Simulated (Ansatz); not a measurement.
The first iterations of a band of BH3O2 + H2 (8 atoms, charge 0, multiplicity 1).

Method: RKS PBE/6-31G* in Ansatz.

| Item | Value |
| --- | --- |
| movable images | 9 |
| climbing image | yes |
| spring | 5.0 eV/Å² |
| optimiser | quadratic models (default) |
| start path | straight line |
| force threshold | 0.05 eV/Å |
| iteration limit | 60 |
| end points | relaxed |

First end point:

```xyz
8
Properties=species:S:1:pos:R:3
B -0.200 -0.817 -0.160
O -0.037 -0.192 1.061
H -0.894 -0.096 1.518
O 0.893 -1.038 -0.950
H 1.700 -0.694 -0.510
H -1.275 -1.186 -0.565
H 0.368 3.042 1.632
H 0.369 2.310 1.460
```

Last end point:

```xyz
8
Properties=species:S:1:pos:R:3
B -0.203 0.421 -0.180
O -0.143 -0.523 1.595
H -0.683 0.081 2.146
O 1.171 0.669 -0.328
H 1.580 -0.041 -0.858
H -0.737 -0.451 -0.830
H -0.840 1.375 0.216
H 0.778 -0.202 1.725
```

| iteration | highest image above the first end (eV) | largest band force component (eV/Å) |
| --- | --- | --- |
| 1 | 15.443 | 76.666 |
| 2 | 10.039 | 37.945 |
| 3 | 5.662 | 15.668 |
| 4 | 3.449 | 6.123 |
| 5 | 2.399 | 4.292 |
| 6 | 2.072 | 4.752 |
| 7 | 1.948 | 3.011 |
| 8 | 1.856 | 2.071 |
| 9 | 1.772 | 0.965 |
| 10 | 1.778 | 0.908 |

Problem. Does the band converge within its limit, and where does its top end?

Solution. It converged. It ended after 30 iterations with the highest image 2.159 eV above the first end. The profile has 2 maxima (images 2, 6) with wells between them (image 4): this band takes more than one step, which may be the mechanism or a detour left from its start path. Neighbouring images differ by up to 1.7 eV, so the band resolves the path poorly. The order of the stationary point at the top wasn't checked. The orbitals stay closed-shell, which can raise the energy where a bond breaks towards radicals; this wasn't checked here.

The run took 5.2 min on 1 thread of Arm Neoverse V1, with other jobs on the host, peak memory 0.097 GiB.
